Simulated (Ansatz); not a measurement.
# CHO: the cost of one run

All numbers are computed with the Python package of Ansatz 0.2.0. Level of theory: Hartree-Fock/def2-SVP.

## Step 1: Starting point

Bond lengths: C1–O2 1.128 Å, C1–H3 1.058 Å. Angles: O2–C1–H3 180.0°.

cho.xyz, read by the script:

```xyz
3

C    -0.02320    0.00050    0.00000
O     1.10470   -0.02200    0.00000
H    -1.08140    0.02150    0.00000
```

## Step 2: The code

cho_relaxed_scan.py

```python
import ansatz as az
import numpy as np

cho = az.Crystal.molecule_from_extxyz("cho.xyz")

model = cho.calculation()
model = model.basis(gaussian="def2-SVP")
model = model.functional("HF")
model = model.charge(1)
symbols = [site.symbol for site in cho.cartesian_sites]
pairs = [(0, 1), (0, 2)]
print("held (A)   E (eV)        ", "  ".join(f"{symbols[i]}{i}-{symbols[j]}{j}" for i, j in pairs))
for length in [0.97, 1.06, 1.14, 1.27, 1.43]:
    data = model.relax(constraints=[az.DistanceConstraint((0, 2), at=length)], force_tolerance=0.02, max_steps=60).run(threads=1).report
    xyz = np.array(data["positions_ang"])
    print(f"{length:6.2f} {data['free_energy_ev']:14.5f}  ", "  ".join(f"{np.linalg.norm(xyz[i] - xyz[j]):.3f}" for i, j in pairs))
```

## Step 3: The calls as engine input

The package turns the script's settings into the engine's input (first run):

```yaml
crystal:
  periodic: [false, false, false]
  atoms:
    - { symbol: C, position_ang: [-0.0232, 0.0005, 0.0] }
    - { symbol: O, position_ang: [1.1047, -0.022, 0.0] }
    - { symbol: H, position_ang: [-1.0814, 0.0215, 0.0] }
basis:
  gaussian:
    orbitals: def2-SVP
hamiltonian:
  xc: hf
total_charge: 1.0
relax:
  f_tol: 0.02
  max_steps: 60
  constraints:
    - { distance: [0, 2], at: 0.97 }
```

## Step 4: The run

The run is started by

```bash
> python cho_relaxed_scan.py
```

Q: Estimate wall time and peak memory on 1 thread of Arm Neoverse V1, shared host.

About 6.8 s, with a peak of 0.16 GiB.
